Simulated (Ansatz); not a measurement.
SiO, singlet in 6-31G: errors against full CI

Geometry: a point of a stretch scan, not a stationary point.

```xyz
2

Si    0.0000    0.0000    0.0000
O     0.0000    0.0000    2.7700
```

Basis 6-31G; Ansatz 0.2.0. Correlated methods freeze the noble-gas cores, which leaves 10 electrons in 16 orbitals. Prefix R: restricted or restricted open-shell reference; prefix U: unrestricted. Active spaces: valence = (10e, 8o) chosen from the atoms' valence shells.

Full CI is exact within this basis and frozen core; it isn't the basis-set limit. The frozen core follows each run's orbitals, which can shift R against U totals by a few meV.

Unrestricted rows (U) aren't spin-pure: their determinants' ⟨S²⟩ exceeds S(S+1) by up to 1.98, so they mix in states of higher spin. HF rows are the lowest solutions found. Coupled cluster chose its determinant by trial CCSD, here up to 0.09 eV above the lowest Hartree–Fock solution of its kind, and MP2 stands on that determinant too.

```
UHF ⟨S²⟩                            : 1.983
⟨S²⟩ of the determinant under UCCSD : 1.865
T1 diagnostic (RCCSD)               : 0.0671
largest doubles amplitude (RCCSD)   : 0.632
```

Question: From what is known of these methods and the diagnostics, rank them by the size of their error in total energy against full CI in 6-31G, smallest first (an estimate: the text doesn't fix the numbers).
A. UCCSD(T)
B. MRCISD+Q (valence space)
C. UMP2
D. UCCSD
E. UHF

Answer: B (1.17 kcal/mol), A (7.70 kcal/mol), D (11.20 kcal/mol), C (31.90 kcal/mol), E (75.04 kcal/mol).

All errors are against full CI in 6-31G. With T1 at 0.067 and a doubles amplitude of 0.63 one determinant is a poor start. Within each family the higher level lies nearer, as is usual though not guaranteed.

The program itself flagged as in doubt: UCCSD(T), UCCSD.

Its occupations show that no single determinant describes this state well.

Natural occupations of full CI about the gap: 1.988 1.948 1.729 1.596 1.596 0.405 0.405 0.272 0.011 0.011; effectively unpaired electrons, Σ n²(2−n)², 2.12.
